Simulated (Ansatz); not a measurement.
C$_{2}$H$_{5}$Mg, SMILES `[CH2][Mg][CH3]` radical, relaxed with UKS PBE-D4/def2-SVP in the Gaussian-basis code of Ansatz from a rough embedded geometry. The force threshold is 0.03 eV/Å; the program also tests the step.

Charge 0, multiplicity 2.

Start:

```xyz
8

C     0.814   -2.290   -0.148
Mg    0.017   -0.344   -0.106
C    -0.794    1.633   -0.035
H     0.773   -2.763    0.828
H     1.904   -2.312   -0.441
H    -0.623    2.155   -1.032
H    -0.254    2.272    0.748
H    -1.837    1.648    0.186
```

Problem. By how much does the energy fall, and how many steps does the optimiser take? (Estimate.)

Solution. Ansatz gave: 36.05 kJ/mol, in 4 steps.

Problem. Which bonds change most? (Best estimate.)

Solution. The calculation gave: C3–H8 from 1.066 to 1.112 Å; C3–H7 from 1.146 to 1.112 Å; Mg2–C3 from 2.138 to 2.105 Å; C1–Mg2 from 2.104 to 2.073 Å.

Problem. Give the relaxed structure. (Best estimate.)

Solution. Computed: 
```xyz
8

C     0.989   -2.123    0.059
Mg    0.115   -0.244    0.007
C    -0.775    1.663   -0.047
H     0.683   -2.960    0.723
H     1.843   -2.456   -0.569
H    -0.663    2.147   -1.041
H    -0.326    2.353    0.700
H    -1.865    1.621    0.169
```
